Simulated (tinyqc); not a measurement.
Worked calculation: extended Hueckel theory, for HCl. One step of it, computed by the program tinyqc.

Task: Mulliken analysis. P = C n C^T; charge = valence electrons (H 1, Cl 7) minus the sum of (P S)_ii on the atom; overlap population = 2 sum P_ij S_ij between two atoms.

coefficients:
```
               MO1        MO2       MO3        MO4        MO5
1Cl 3s    0.938699  -0.240678  0.000000   0.000000  -0.419270
1Cl 3px   0.000000   0.000000  0.718432  -0.695597   0.000000
1Cl 3py   0.000000   0.000000  0.695597   0.718432   0.000000
1Cl 3pz  -0.014333   0.721315  0.000000   0.000000  -0.864426
2H 1s     0.169872   0.447159  0.000000   0.000000   1.074148
```

occupations: 2.000000  2.000000  2.000000  2.000000  0.000000

overlap S, lower triangle:
```
           1Cl 3s   1Cl 3px   1Cl 3py   1Cl 3pz     2H 1s
1Cl 3s   1.000000
1Cl 3px  0.000000  1.000000
1Cl 3py  0.000000  0.000000  1.000000
1Cl 3pz  0.000000  0.000000  0.000000  1.000000
2H 1s    0.288239  0.000000  0.000000  0.440050  1.000000
```

Give: charges; Overlap populations.

Result:

charges: 1Cl -0.231, 2H 0.231

Overlap populations:
```
pair     value
2-1   0.623220
```
